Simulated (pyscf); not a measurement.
O=PH + PH₃ → O=P–PH₂ + H₂, a four-centre exchange (singlet surface; H–P, H–P broken, P–P, H–H formed). Structures and frequencies: ωB97X-D3(BJ)/def2-SVP in PySCF. Energies in kcal/mol from the separated reactants.

Small-basis levels: PySCF, no dispersion term, spherical d functions. AM1 to PM7: differences of heats of formation from MOPAC, which are fitted to 298 K values and so differ in kind from electronic energies by zero-point and thermal terms. 

```json
[
 {"level": "HF/3-21G", "barrier": "69.5", "reaction energy": "+5.5"},
 {"level": "HF/6-31G*", "barrier": "58.2", "reaction energy": "+5.8"},
 {"level": "BP86/6-31G*", "barrier": "(withheld)", "reaction energy": "-6.1"},
 {"level": "PBE/6-31G*", "barrier": "(withheld)", "reaction energy": "-6.8"},
 {"level": "B3LYP/LANL2DZ", "barrier": "44.8", "reaction energy": "-0.2"},
 {"level": "B3LYP/6-31G*", "barrier": "32.2", "reaction energy": "-2.5"},
 {"level": "M06-2X/6-31G*", "barrier": "30.0", "reaction energy": "-3.4"},
 {"level": "PBE/def2-SVP", "barrier": "14.9", "reaction energy": "-4.6"},
 {"level": "AM1", "barrier": "32.0", "reaction energy": "-6.7"},
 {"level": "ωB97M-D3(BJ)/def2-TZVP", "barrier": "(withheld)", "reaction energy": "-2.3"}
]
```

Question: Complete the blanks.

Answer: 
- BP86/6-31G*, barrier: 22.4
- PBE/6-31G*, barrier: 19.7
- ωB97M-D3(BJ)/def2-TZVP, barrier: 24.6

Against the last row the barrier runs from -9.6 (PBE/def2-SVP) to +44.9 kcal/mol (HF/3-21G). ωB97M-D3(BJ)/def2-TZVP has limits of its own. At the saddle there is also a short H–P contact that neither side keeps. The same reactants have a lower exit, to HO–PH–PH₂ (barrier +16.6 kcal/mol at ωB97M-D3(BJ)/def2-TZVP, against +24.6 kcal/mol here). This is the saddle that the search found; another between the same sides may lie lower.
